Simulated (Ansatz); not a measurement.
Results of PBE-D4 (plane waves, PAW; Ansatz, a program for electronic structure) for C (P6₃/mmc, No. 194, 4 atoms in the cell; start mp-47).

Numerical settings: plane-wave cutoff 500 eV, 18×18×10 k mesh (along the axes of the cell as run), gaussian smearing 0.02 eV, scalar-relativistic PAW data made under PBE.

Cell (relaxed at this level):

C is taken in the hexagonal space group P6₃/mmc (No. 194), Pearson symbol hP4. Conventional cell: a = 2.5015 Å, b = 2.5015 Å, c = 4.1637 Å, α = 90.00°, β = 90.00°, γ = 120.00°. C on 4f has 4 C at 1.536–1.559 Å (tetrahedral). (Neighbours: up to the widest gap in distance over summed covalent radii, below 1.35, at either atom.)

### Question
Give the computed band gap.

### Answer

- band gap = 3.31 eV (on the SCF k mesh)

Note: the relaxation could not lower the start's symmetry, so the cell can be a saddle point above a distorted one.

The computed numbers hold no vibrational or temperature effects.

Computing time: about 18 core-seconds (a rough figure).

A start named mp-… is a Materials Project structure, which need not be a measured phase.
